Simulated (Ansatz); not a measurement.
## BNH4 (SMILES BN): from total energies to a heat of formation

BNH4: 6 atoms, total charge 0, spin state singlet. SMILES: `BN`. The coordinates come from a PBE0-D4/def2-TZVP relaxation.

Total energies at r2SCAN0/def2-TZVPP (Ansatz 0.2.0); the atoms run unrestricted:

```tsv
species	state	energy (Eh)
BNH4	singlet	-82.009982
B	doublet	-24.638938
N	quartet	-54.581445
H	doublet	-0.499870
```

Harmonic wavenumbers at PBE0-D4/def2-TZVP, in cm⁻¹: 628, 742, 860, 1010, 1135, 1153, 1373, 1645, 2577, 2658, 3616, 3710.

Measured heats of formation of the gaseous atoms at 298.15 K, in kJ/mol: B 570.3, N 472.4, H 218.0. Take 1 Eh = 2625.50 kJ/mol, 1 cm⁻¹ = 0.0119627 kJ/mol, RT = 2.479 kJ/mol.

Problem. Work out the heat of formation of the gas at 298 K.

Solution. 
1. Electronic atomisation energy: (-24.638938) + (-54.581445) + 4 × (-0.499870) − (-82.009982) = 0.790119 Eh = 2074.5 kJ/mol.
2. Zero-point energy: half the sum of the wavenumbers, 10553.5 cm⁻¹ = 126.2 kJ/mol.
3. Thermal vibrational enthalpy, Σ hcν̃/(exp(hcν̃/kT) − 1): 1.0 kJ/mol. Translation, rotation and pV of a non-linear molecule: 4 RT = 9.9 kJ/mol.
4. The 6 free atoms carry 5/2 RT each: 37.2 kJ/mol.
5. Atomisation enthalpy at 298 K: 2074.5 − 126.2 − 1.0 − 9.9 + 37.2 = 1974.6 kJ/mol.
6. Sum of the atoms' heats of formation: 1914.7 kJ/mol. Heat of formation: 1914.7 − 1974.6 = -59.9 kJ/mol.

No measured value is set beside it here. Anharmonicity and any spin-orbit splitting of the molecule are left out.
